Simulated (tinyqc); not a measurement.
Inside a calculation (part 1 of 2). Method: UKS/LDA (VWN5) in the sto-3g basis, for H2O, spin multiplicity 3. Computed by tinyqc, a small Python program that keeps every step (integrals from PySCF). Settings: charge = 0, multiplicity = 3, basis = sto-3g, energy threshold = 1e-08, iteration cap = 79, orthogonalisation = symmetric, start = Wolfsberg-Helmholz matrix, DIIS depth = 4, method = UKS, functional = lda,vwn, grid = [30, 26]. Command: `OMP_NUM_THREADS=1 python tinyqc.py 20500 20501 out.jsonl` (the two numbers bound the seeds that draw the settings). One thread of a shared host (Intel(R) Xeon(R) Processor @ 2.60GHz), about 2 s of CPU time with the checks. Later iterations appear only in the table of the cycle.

## One-electron integrals

Geometry (angstrom):
```
atom        x         y        z
O     0.00000   0.00000  0.00000
H     0.00000   0.79100  0.74500
H     0.00000  -0.79100  0.74500
```

Basis sto-3g: exponents (1/bohr^2) and contraction coefficients of normalised primitives:
```
element  l (shell)   exponent  coefficient
O            s (1)  130.70932      0.15433
O            s (1)   23.80886      0.53533
O            s (1)    6.44361      0.44463
O            s (2)    5.03315     -0.09997
O            s (2)    1.16960      0.39951
O            s (2)    0.38039      0.70012
O            p (3)    5.03315      0.15592
O            p (3)    1.16960      0.60768
O            p (3)    0.38039      0.39196
H            s (1)    3.42525      0.15433
H            s (1)    0.62391      0.53533
H            s (1)    0.16886      0.44463
```

Overlap, kinetic and nuclear-attraction integrals over the contracted functions; the nuclear repulsion is the sum of Za Zb / Rab.

nuclear repulsion = 8.1265220 hartree

overlap S, order 1O 1s, 1O 2s, 1O 2px, 1O 2py, 1O 2pz, 2H 1s, 3H 1s:
```
[[1.00000, 0.23670, 0.00000, 0.00000, 0.00000, 0.03965, 0.03965],
 [0.23670, 1.00000, 0.00000, 0.00000, 0.00000, 0.39400, 0.39400],
 [0.00000, 0.00000, 1.00000, 0.00000, 0.00000, 0.00000, 0.00000],
 [0.00000, 0.00000, 0.00000, 1.00000, 0.00000, 0.25171, -0.25171],
 [0.00000, 0.00000, 0.00000, 0.00000, 1.00000, 0.23707, 0.23707],
 [0.03965, 0.39400, 0.00000, 0.25171, 0.23707, 1.00000, 0.22803],
 [0.03965, 0.39400, 0.00000, -0.25171, 0.23707, 0.22803, 1.00000]]
```

kinetic energy T (hartree), order 1O 1s, 1O 2s, 1O 2px, 1O 2py, 1O 2pz, 2H 1s, 3H 1s:
```
[[29.00320, -0.16801, 0.00000, 0.00000, 0.00000, -0.00817, -0.00817],
 [-0.16801, 0.80813, 0.00000, 0.00000, 0.00000, 0.07512, 0.07512],
 [0.00000, 0.00000, 2.52873, 0.00000, 0.00000, 0.00000, 0.00000],
 [0.00000, 0.00000, 0.00000, 2.52873, 0.00000, 0.14176, -0.14176],
 [0.00000, 0.00000, 0.00000, 0.00000, 2.52873, 0.13352, 0.13352],
 [-0.00817, 0.07512, 0.00000, 0.14176, 0.13352, 0.76003, 0.00356],
 [-0.00817, 0.07512, 0.00000, -0.14176, 0.13352, 0.00356, 0.76003]]
```

nuclear attraction V (hartree), order 1O 1s, 1O 2s, 1O 2px, 1O 2py, 1O 2pz, 2H 1s, 3H 1s:
```
[[-61.59246, -7.41363, 0.00000, 0.00000, -0.01652, -1.27266, -1.27266],
 [-7.41363, -10.02039, 0.00000, 0.00000, -0.20136, -3.06148, -3.06148],
 [0.00000, 0.00000, -9.88532, 0.00000, 0.00000, 0.00000, 0.00000],
 [0.00000, 0.00000, 0.00000, -9.98357, 0.00000, -1.71972, 1.71972],
 [-0.01652, -0.20136, 0.00000, 0.00000, -9.97247, -1.68199, -1.68199],
 [-1.27266, -3.06148, 0.00000, -1.71972, -1.68199, -5.37103, -1.32545],
 [-1.27266, -3.06148, 0.00000, 1.71972, -1.68199, -1.32545, -5.37103]]
```

core Hamiltonian H = T + V (hartree), order 1O 1s, 1O 2s, 1O 2px, 1O 2py, 1O 2pz, 2H 1s, 3H 1s:
```
[[-32.58926, -7.58164, 0.00000, 0.00000, -0.01652, -1.28083, -1.28083],
 [-7.58164, -9.21226, 0.00000, 0.00000, -0.20136, -2.98636, -2.98636],
 [0.00000, 0.00000, -7.35659, 0.00000, 0.00000, 0.00000, 0.00000],
 [0.00000, 0.00000, 0.00000, -7.45484, 0.00000, -1.57795, 1.57795],
 [-0.01652, -0.20136, 0.00000, 0.00000, -7.44374, -1.54847, -1.54847],
 [-1.28083, -2.98636, 0.00000, -1.57795, -1.54847, -4.61099, -1.32190],
 [-1.28083, -2.98636, 0.00000, 1.57795, -1.54847, -1.32190, -4.61099]]
```

## Two-electron integrals

Functions are numbered as in S; the eight-fold symmetry (ij|kl) = (ji|kl) = (kl|ij) leaves the list below.

Two-electron integrals (ij|kl) in chemists' order, unique and non-zero (hartree):
```
(11|11) 4.78507    (21|11) 0.74138    (21|21) 0.13687    (22|11) 1.11895
(22|21) 0.25663    (22|22) 0.81721    (31|31) 0.02448    (32|31) 0.03781
(32|32) 0.18052    (33|11) 1.11581    (33|21) 0.25668    (33|22) 0.81702
(33|33) 0.88016    (41|41) 0.02448    (42|41) 0.03781    (42|42) 0.18052
(43|43) 0.04744    (44|11) 1.11581    (44|21) 0.25668    (44|22) 0.81702
(44|33) 0.78527    (44|44) 0.88016    (51|51) 0.02448    (52|51) 0.03781
(52|52) 0.18052    (53|53) 0.04744    (54|54) 0.04744    (55|11) 1.11581
(55|21) 0.25668    (55|22) 0.81702    (55|33) 0.78527    (55|44) 0.78527
(55|55) 0.88016    (61|11) 0.12577    (61|21) 0.02304    (61|22) 0.04296
(61|33) 0.04288    (61|41) 0.00077    (61|42) 0.00145    (61|44) 0.04302
(61|51) 0.00073    (61|52) 0.00137    (61|54) 0.00013    (61|55) 0.04300
(61|61) 0.00393    (62|11) 0.32105    (62|21) 0.07462    (62|22) 0.26492
(62|33) 0.26030    (62|41) 0.00409    (62|42) 0.03186    (62|44) 0.26751
(62|51) 0.00385    (62|52) 0.03001    (62|54) 0.00679    (62|55) 0.26669
(62|61) 0.01282    (62|62) 0.10837    (63|31) 0.00762    (63|32) 0.04505
(63|43) 0.00653    (63|53) 0.00615    (63|63) 0.01505    (64|11) 0.17298
(64|21) 0.04071    (64|22) 0.15430    (64|33) 0.14738    (64|41) 0.00957
(64|42) 0.06251    (64|44) 0.16443    (64|51) 0.00183    (64|52) 0.01645
(64|54) 0.00991    (64|55) 0.15091    (64|61) 0.00729    (64|62) 0.07669
(64|64) 0.06870    (65|11) 0.16292    (65|21) 0.03834    (65|22) 0.14533
(65|33) 0.13881    (65|41) 0.00183    (65|42) 0.01645    (65|44) 0.14256
(65|51) 0.00935    (65|52) 0.06054    (65|54) 0.01007    (65|55) 0.15445
(65|61) 0.00686    (65|62) 0.07223    (65|64) 0.05053    (65|65) 0.06264
(66|11) 0.47596    (66|21) 0.11242    (66|22) 0.45898    (66|33) 0.44081
(66|41) 0.00764    (66|42) 0.08316    (66|44) 0.46939    (66|51) 0.00719
(66|52) 0.07832    (66|54) 0.02692    (66|55) 0.46616    (66|61) 0.01946
(66|62) 0.24154    (66|64) 0.19506    (66|65) 0.18372    (66|66) 0.77461
(71|11) 0.12577    (71|21) 0.02304    (71|22) 0.04296    (71|33) 0.04288
(71|41) -0.00077   (71|42) -0.00145   (71|44) 0.04302    (71|51) 0.00073
(71|52) 0.00137    (71|54) -0.00013   (71|55) 0.04300    (71|61) 0.00388
(71|62) 0.01247    (71|64) 0.00650    (71|65) 0.00668    (71|66) 0.01878
(71|71) 0.00393    (72|11) 0.32105    (72|21) 0.07462    (72|22) 0.26492
(72|33) 0.26030    (72|41) -0.00409   (72|42) -0.03186   (72|44) 0.26751
(72|51) 0.00385    (72|52) 0.03001    (72|54) -0.00679   (72|55) 0.26669
(72|61) 0.01247    (72|62) 0.08895    (72|64) 0.04337    (72|65) 0.05777
(72|66) 0.16350    (72|71) 0.01282    (72|72) 0.10837    (73|31) 0.00762
(73|32) 0.04505    (73|43) -0.00653   (73|53) 0.00615    (73|63) 0.01199
(73|73) 0.01505    (74|11) -0.17298   (74|21) -0.04071   (74|22) -0.15430
(74|33) -0.14738   (74|41) 0.00957    (74|42) 0.06251    (74|44) -0.16443
(74|51) -0.00183   (74|52) -0.01645   (74|54) 0.00991    (74|55) -0.15091
(74|61) -0.00650   (74|62) -0.04337   (74|64) -0.00957   (74|65) -0.02757
(74|66) -0.07118   (74|71) -0.00729   (74|72) -0.07669   (74|74) 0.06870
(75|11) 0.16292    (75|21) 0.03834    (75|22) 0.14533    (75|33) 0.13881
(75|41) -0.00183   (75|42) -0.01645   (75|44) 0.14256    (75|51) 0.00935
(75|52) 0.06054    (75|54) -0.01007   (75|55) 0.15445    (75|61) 0.00668
(75|62) 0.05777    (75|64) 0.02757    (75|65) 0.04896    (75|66) 0.11632
(75|71) 0.00686    (75|72) 0.07223    (75|74) -0.05053   (75|75) 0.06264
(76|11) 0.12939    (76|21) 0.03040    (76|22) 0.11853    (76|33) 0.11543
(76|44) 0.11738    (76|51) 0.00235    (76|52) 0.02248    (76|55) 0.12266
(76|61) 0.00518    (76|62) 0.04974    (76|64) 0.03042    (76|65) 0.03726
(76|66) 0.11947    (76|71) 0.00518    (76|72) 0.04974    (76|74) -0.03042
(76|75) 0.03726    (76|76) 0.02899    (77|11) 0.47596    (77|21) 0.11242
(77|22) 0.45898    (77|33) 0.44081    (77|41) -0.00764   (77|42) -0.08316
(77|44) 0.46939    (77|51) 0.00719    (77|52) 0.07832    (77|54) -0.02692
(77|55) 0.46616    (77|61) 0.01878    (77|62) 0.16350    (77|64) 0.07118
(77|65) 0.11632    (77|66) 0.32948    (77|71) 0.01946    (77|72) 0.24154
(77|74) -0.19506   (77|75) 0.18372    (77|76) 0.11947    (77|77) 0.77461
```

## Orthogonalisation

S = U s U^T; symmetric (Loewdin) form X = U s^(-1/2) U^T, so that X^T S X = 1.

eigenvalues of S: [0.42672, 0.51220, 0.87795, 1.00000, 1.11078, 1.25977, 1.81258]

X, order 1O 1s, 1O 2s, 1O 2px, 1O 2py, 1O 2pz, 2H 1s, 3H 1s:
```
[[1.02365, -0.13707, 0.00000, 0.00000, -0.00842, 0.01888, 0.01888],
 [-0.13707, 1.16151, 0.00000, 0.00000, 0.08211, -0.22386, -0.22386],
 [0.00000, 0.00000, 1.00000, 0.00000, 0.00000, 0.00000, 0.00000],
 [0.00000, 0.00000, 0.00000, 1.06689, 0.00000, -0.17048, 0.17048],
 [-0.00842, 0.08211, 0.00000, 0.00000, 1.04830, -0.13217, -0.13217],
 [0.01888, -0.22386, 0.00000, -0.17048, -0.13217, 1.13877, -0.08256],
 [0.01888, -0.22386, 0.00000, 0.17048, -0.13217, -0.08256, 1.13877]]
```

## Starting guess

The start is the generalised Wolfsberg-Helmholz matrix (K = 1.75) built on H; D(s) = C_occ C_occ^T for each spin.

D(alpha) at the start, order 1O 1s, 1O 2s, 1O 2px, 1O 2py, 1O 2pz, 2H 1s, 3H 1s:
```
[[1.03417, -0.14219, 0.00000, 0.00000, 0.05459, -0.06548, -0.06548],
 [-0.14219, 0.64144, 0.00000, 0.00000, -0.20022, 0.17374, 0.17374],
 [0.00000, 0.00000, 1.00000, 0.00000, 0.00000, 0.00000, 0.00000],
 [0.00000, 0.00000, 0.00000, 1.19638, 0.00000, -0.39010, 0.39010],
 [0.05459, -0.20022, 0.00000, 0.00000, 0.90627, 0.06587, 0.06587],
 [-0.06548, 0.17374, 0.00000, -0.39010, 0.06587, 0.83985, -0.70993],
 [-0.06548, 0.17374, 0.00000, 0.39010, 0.06587, -0.70993, 0.83985]]
```

D(beta) at the start, order 1O 1s, 1O 2s, 1O 2px, 1O 2py, 1O 2pz, 2H 1s, 3H 1s:
```
[[1.03417, -0.14219, 0.00000, 0.00000, 0.05459, -0.06548, -0.06548],
 [-0.14219, 0.64144, 0.00000, 0.00000, -0.20022, 0.17374, 0.17374],
 [0.00000, 0.00000, 0.00000, 0.00000, 0.00000, 0.00000, 0.00000],
 [0.00000, 0.00000, 0.00000, 0.77304, 0.00000, 0.16886, -0.16886],
 [0.05459, -0.20022, 0.00000, 0.00000, 0.90627, 0.06587, 0.06587],
 [-0.06548, 0.17374, 0.00000, 0.16886, 0.06587, 0.10184, 0.02808],
 [-0.06548, 0.17374, 0.00000, -0.16886, 0.06587, 0.02808, 0.10184]]
```

## Iteration 1: exchange-correlation on the grid

Becke grid with 30 radial and 26 angular points per atom, points of zero weight dropped. rho = sum D_ij phi_i phi_j; V_xc,ij = sum w v_xc phi_i phi_j; v_xc is d(rho eps)/d rho(s) for spin s.

The 12 grid points with the largest w rho, of 2314 (bohr, atomic units):
```
x               y         z        w  rho(alpha)  rho(beta)    eps_xc  v_xc(alpha)
0.00000   0.00000  -0.99660  0.11898     0.28088    0.28088  -0.67624     -0.88751
0.00000   0.00000  -1.21148  0.20204     0.16130    0.16130  -0.56892     -0.74568
0.00000   0.99660   0.00000  0.11279     0.27795    0.23463  -0.65795     -0.88036
0.00000  -0.99660   0.00000  0.11279     0.27795    0.23463  -0.65795     -0.88036
0.00000   0.00000  -0.81018  0.06798     0.41686    0.41686  -0.76520     -1.00519
0.00000  -0.70470  -0.70470  0.09516     0.29207    0.25806  -0.67227     -0.89535
0.00000   0.70470  -0.70470  0.09516     0.29207    0.25806  -0.67227     -0.89535
0.00000   1.21148   0.00000  0.17237     0.15897    0.14296  -0.55759     -0.73975
0.00000  -1.21148   0.00000  0.17237     0.15897    0.14296  -0.55759     -0.73975
0.00000  -0.85664  -0.85664  0.16148     0.16738    0.14888  -0.56573     -0.75156
0.00000   0.85664  -0.85664  0.16148     0.16738    0.14888  -0.56573     -0.75156
0.00000   0.00000   0.99660  0.11388     0.22183    0.22183  -0.62822     -0.82403
```

electrons on the grid, sum of w rho = 10.01857

E_xc = sum of w rho eps_xc = -8.8619175 hartree

V_xc(alpha) (hartree), order 1O 1s, 1O 2s, 1O 2px, 1O 2py, 1O 2pz, 2H 1s, 3H 1s:
```
[[-2.92483, -0.42576, 0.00000, 0.00000, 0.00234, -0.07249, -0.07249],
 [-0.42576, -0.82840, 0.00000, 0.00000, 0.00481, -0.26151, -0.26151],
 [0.00000, 0.00000, -0.81035, 0.00000, 0.00000, 0.00000, 0.00000],
 [0.00000, 0.00000, 0.00000, -0.83437, 0.00000, -0.15401, 0.15401],
 [0.00234, 0.00481, 0.00000, 0.00000, -0.82660, -0.14653, -0.14653],
 [-0.07249, -0.26151, 0.00000, -0.15401, -0.14653, -0.50206, -0.11286],
 [-0.07249, -0.26151, 0.00000, 0.15401, -0.14653, -0.11286, -0.50206]]
```

V_xc(beta) (hartree), order 1O 1s, 1O 2s, 1O 2px, 1O 2py, 1O 2pz, 2H 1s, 3H 1s:
```
[[-2.90175, -0.40909, 0.00000, 0.00000, 0.00250, -0.06984, -0.06984],
 [-0.40909, -0.74943, 0.00000, 0.00000, 0.00704, -0.23584, -0.23584],
 [0.00000, 0.00000, -0.68042, 0.00000, 0.00000, 0.00000, 0.00000],
 [0.00000, 0.00000, 0.00000, -0.77330, 0.00000, -0.13884, 0.13884],
 [0.00250, 0.00704, 0.00000, 0.00000, -0.78014, -0.13218, -0.13218],
 [-0.06984, -0.23584, 0.00000, -0.13884, -0.13218, -0.41513, -0.09990],
 [-0.06984, -0.23584, 0.00000, 0.13884, -0.13218, -0.09990, -0.41513]]
```

## Iteration 1: building the Kohn-Sham matrix

J_ij = sum D_kl (ij|kl) with D = D(alpha) + D(beta); F = H + J + V_xc; E = tr D H + tr D J / 2 + E_xc + E_nn.

Coulomb J (hartree), order 1O 1s, 1O 2s, 1O 2px, 1O 2py, 1O 2pz, 2H 1s, 3H 1s:
```
[[17.27983, 3.25836, 0.00000, 0.00000, -0.00633, 0.54869, 0.54869],
 [3.25836, 8.11228, 0.00000, 0.00000, 0.03887, 2.63403, 2.63403],
 [0.00000, 0.00000, 8.01492, 0.00000, 0.00000, 0.00000, 0.00000],
 [0.00000, 0.00000, 0.00000, 8.15490, 0.00000, 1.53956, -1.53956],
 [-0.00633, 0.03887, 0.00000, 0.00000, 8.14383, 1.46805, 1.46805],
 [0.54869, 2.63403, 0.00000, 1.53956, 1.46805, 4.76785, 1.19844],
 [0.54869, 2.63403, 0.00000, -1.53956, 1.46805, 1.19844, 4.76785]]
```

F(alpha) (hartree), order 1O 1s, 1O 2s, 1O 2px, 1O 2py, 1O 2pz, 2H 1s, 3H 1s:
```
[[-18.23426, -4.74904, 0.00000, 0.00000, -0.02051, -0.80464, -0.80464],
 [-4.74904, -1.92837, 0.00000, 0.00000, -0.15768, -0.61384, -0.61384],
 [0.00000, 0.00000, -0.15201, 0.00000, 0.00000, 0.00000, 0.00000],
 [0.00000, 0.00000, 0.00000, -0.13431, 0.00000, -0.19240, 0.19240],
 [-0.02051, -0.15768, 0.00000, 0.00000, -0.12651, -0.22695, -0.22695],
 [-0.80464, -0.61384, 0.00000, -0.19240, -0.22695, -0.34521, -0.23632],
 [-0.80464, -0.61384, 0.00000, 0.19240, -0.22695, -0.23632, -0.34521]]
```

F(beta) (hartree), order 1O 1s, 1O 2s, 1O 2px, 1O 2py, 1O 2pz, 2H 1s, 3H 1s:
```
[[-18.21118, -4.73237, 0.00000, 0.00000, -0.02034, -0.80199, -0.80199],
 [-4.73237, -1.84940, 0.00000, 0.00000, -0.15545, -0.58817, -0.58817],
 [0.00000, 0.00000, -0.02209, 0.00000, 0.00000, 0.00000, 0.00000],
 [0.00000, 0.00000, 0.00000, -0.07323, 0.00000, -0.17723, 0.17723],
 [-0.02034, -0.15545, 0.00000, 0.00000, -0.08005, -0.21260, -0.21260],
 [-0.80199, -0.58817, 0.00000, -0.17723, -0.21260, -0.25828, -0.22336],
 [-0.80199, -0.58817, 0.00000, 0.17723, -0.21260, -0.22336, -0.25828]]
```

total energy of this density = -74.1866666 hartree

## Iteration 1: diagonalisation and new density

Diagonalise F' = X^T F X, C = X C', fill 6 alpha and 4 beta electrons from the bottom; D(s) = C_occ C_occ^T. Each column has its largest component positive (the first on a tie).

F' = X^T F X (alpha) (hartree):
```
[[-17.86652, -2.55685, 0.00000, 0.00000, -0.03657, -0.09654, -0.09654],
 [-2.55685, -0.96438, 0.00000, 0.00000, -0.05015, -0.26011, -0.26011],
 [0.00000, 0.00000, -0.15201, 0.00000, 0.00000, 0.00000, 0.00000],
 [0.00000, 0.00000, 0.00000, -0.01922, 0.00000, -0.21479, 0.21479],
 [-0.03657, -0.05015, 0.00000, 0.00000, -0.04501, -0.17857, -0.17857],
 [-0.09654, -0.26011, 0.00000, -0.21479, -0.17857, -0.08225, -0.07226],
 [-0.09654, -0.26011, 0.00000, 0.21479, -0.17857, -0.07226, -0.08225]]
```

orbital energies (alpha) (hartree): [-18.24693, -0.81160, -0.31840, -0.18240, -0.15201, 0.21050, 0.28918]

coefficients C (alpha), order 1O 1s, 1O 2s, 1O 2px, 1O 2py, 1O 2pz, 2H 1s, 3H 1s:
```
[[0.99270, -0.23071, 0.00000, -0.13997, 0.00000, -0.09568, 0.00000],
 [0.03155, 0.82335, 0.00000, 0.66647, 0.00000, 0.59312, 0.00000],
 [0.00000, 0.00000, 0.00000, 0.00000, 1.00000, 0.00000, 0.00000],
 [0.00000, 0.00000, 0.59093, 0.00000, 0.00000, 0.00000, 0.92042],
 [0.00440, 0.19979, 0.00000, -0.63053, 0.00000, 0.83855, 0.00000],
 [-0.00664, 0.17058, 0.48455, -0.37413, 0.00000, -0.67574, -0.73492],
 [-0.00664, 0.17058, -0.48455, -0.37413, 0.00000, -0.67574, 0.73492]]
```

F' = X^T F X (beta) (hartree):
```
[[-17.84553, -2.55187, 0.00000, 0.00000, -0.03640, -0.09673, -0.09673],
 [-2.55187, -0.87939, 0.00000, 0.00000, -0.04609, -0.26858, -0.26858],
 [0.00000, 0.00000, -0.02209, 0.00000, 0.00000, 0.00000, 0.00000],
 [0.00000, 0.00000, 0.00000, 0.04355, 0.00000, -0.22065, 0.22065],
 [-0.03640, -0.04609, 0.00000, 0.00000, 0.00138, -0.18080, -0.18080],
 [-0.09673, -0.26858, 0.00000, -0.22065, -0.18080, 0.01282, -0.07844],
 [-0.09673, -0.26858, 0.00000, 0.22065, -0.18080, -0.07844, 0.01282]]
```

orbital energies (beta) (hartree): [-18.22316, -0.73886, -0.24554, -0.11837, -0.02209, 0.29122, 0.38037]

coefficients C (beta), order 1O 1s, 1O 2s, 1O 2px, 1O 2py, 1O 2pz, 2H 1s, 3H 1s:
```
[[0.99293, -0.22894, 0.00000, 0.13550, 0.00000, -0.10368, 0.00000],
 [0.03061, 0.81801, 0.00000, -0.63624, 0.00000, 0.63244, 0.00000],
 [0.00000, 0.00000, 0.00000, 0.00000, 1.00000, 0.00000, 0.00000],
 [0.00000, 0.00000, 0.61878, 0.00000, 0.00000, 0.00000, 0.90194],
 [0.00428, 0.20565, 0.00000, 0.67855, 0.00000, 0.79871, 0.00000],
 [-0.00642, 0.17335, 0.46187, 0.33095, 0.00000, -0.69722, -0.74938],
 [-0.00642, 0.17335, -0.46187, 0.33095, 0.00000, -0.69722, 0.74938]]
```

D(alpha) after iteration 1, order 1O 1s, 1O 2s, 1O 2px, 1O 2py, 1O 2pz, 2H 1s, 3H 1s:
```
[[1.06743, -0.30867, 0.00000, 0.00000, -0.03370, 0.07107, 0.07107],
 [-0.30867, 1.47487, 0.00000, 0.00000, 0.24177, -0.50990, -0.50990],
 [0.00000, 0.00000, 1.00000, 0.00000, 0.00000, 0.00000, 0.00000],
 [0.00000, 0.00000, 0.00000, 0.34920, 0.00000, 0.28634, -0.28634],
 [-0.03370, 0.24177, 0.00000, 0.00000, 1.14067, -0.29669, -0.29669],
 [0.07107, -0.50990, 0.00000, 0.28634, -0.29669, 0.86052, 0.39094],
 [0.07107, -0.50990, 0.00000, -0.28634, -0.29669, 0.39094, 0.86052]]
```

D(beta) after iteration 1, order 1O 1s, 1O 2s, 1O 2px, 1O 2py, 1O 2pz, 2H 1s, 3H 1s:
```
[[1.05668, -0.24310, 0.00000, 0.00000, 0.04911, -0.00122, -0.00122],
 [-0.24310, 1.07488, 0.00000, 0.00000, -0.26337, -0.06895, -0.06895],
 [0.00000, 0.00000, 0.00000, 0.00000, 0.00000, 0.00000, 0.00000],
 [0.00000, 0.00000, 0.00000, 0.38289, 0.00000, 0.28580, -0.28580],
 [0.04911, -0.26337, 0.00000, 0.00000, 0.50274, 0.26019, 0.26019],
 [-0.00122, -0.06895, 0.00000, 0.28580, 0.26019, 0.35294, -0.07371],
 [-0.00122, -0.06895, 0.00000, -0.28580, 0.26019, -0.07371, 0.35294]]
```
